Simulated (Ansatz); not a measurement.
# P2F (sextet): the correlation ladder, cc-pVDZ

The task here is to estimate one member of a computed series from the others.

Computed with Ansatz 0.2.0, Gaussian basis. Level: cc-pVDZ, core rule «outside noble gas», up to 11 orbitals frozen.

To be run: UHF; CCSD(T) on ROHF; CCSD(T) on UHF; BCCD(T) on ROHF; CISD; CCSDT(Q) on ROHF; CCSDT(Q) on UHF; CASSCF and MRCISD+Q, 15 electrons in 11 orbitals; CASSCF and NEVPT2, 15 electrons in 11 orbitals.

33 further runs of the same task are left out: 11 for a known fault of the program, 10 that didn't finish, 12 set aside as unsound or not needed.

## The geometry

The geometry is a PBE0/def2-TZVP stationary point (not a proven minimum) of the parent state, kept for this charge and spin.

3 atoms, charge 0, spin multiplicity 6.

Atoms are counted from 1 here; the program's logs count them from 0.

Bond lengths: F1–P2 1.607 Å, P2–P3 2.278 Å. Angles: F1–P2–P3 98.1°.

Set-up of the first run:

in.yaml

```yaml
crystal:
  periodic: [false, false, false]
  atoms:
    - {symbol: F, position_ang: [0.000000, -0.771205, 1.406859]}
    - {symbol: P, position_ang: [0.000000, 0.637627, 0.634340]}
    - {symbol: P, position_ang: [0.000000, -0.164593, -1.497266]}
basis:
  gaussian: {orbitals: cc-pVDZ}
magnetization: {spin_polarized: true, initial_magnetization: 5}
hamiltonian: {xc: hf}
output: {orbitals: {seedname: orbitals}}
```

Run with:

```bash
$ ansatz run in.yaml --threads 1 --pin off --events-out ev --progress --plain --max-ram 2393MiB
```

Steps of the session up to this table: UHF; CCSD(T) on ROHF; CCSD(T) on UHF; BCCD(T) on ROHF; CISD; CCSDT(Q) on ROHF; CCSDT(Q) on UHF; CASSCF and MRCISD+Q, 15 electrons in 11 orbitals; CASSCF and NEVPT2, 15 electrons in 11 orbitals.

One table of the session follows, with a row left open; its other results are not shown here.

```
          method  from UCCSDT(Q) (meV)
            ROHF              +10594.4
             UHF              +10492.8
            RMP2               +1141.2
            UMP2               +1170.9
            CISD                     ?
           RCCSD                +299.1
           UCCSD                +299.1
        RCCSD(T)                 +57.5
        UCCSD(T)                 +59.3
         BCCD(T)                 +51.8
          RCCSDT                 +25.8
          UCCSDT                 +26.0
       RCCSDT(Q)                  +3.5
       UCCSDT(Q)                     0
  CASSCF valence               +9719.1
  NEVPT2 valence               +1622.2
  MRCISD valence               +1138.8
MRCISD+Q valence                +179.7
```

Estimate the missing values for CISD.

The run gave: from UCCSDT(Q) (meV): +1276.2. In the column «from UCCSDT(Q) (meV)» it lies between UMP2 (+1170.9) and NEVPT2 valence (+1622.2).

To keep in mind: Restricted and unrestricted rows rest on different reference determinants; where their highest levels disagree by more than a few hundredths of an eV, they describe different states and don't form one ladder.
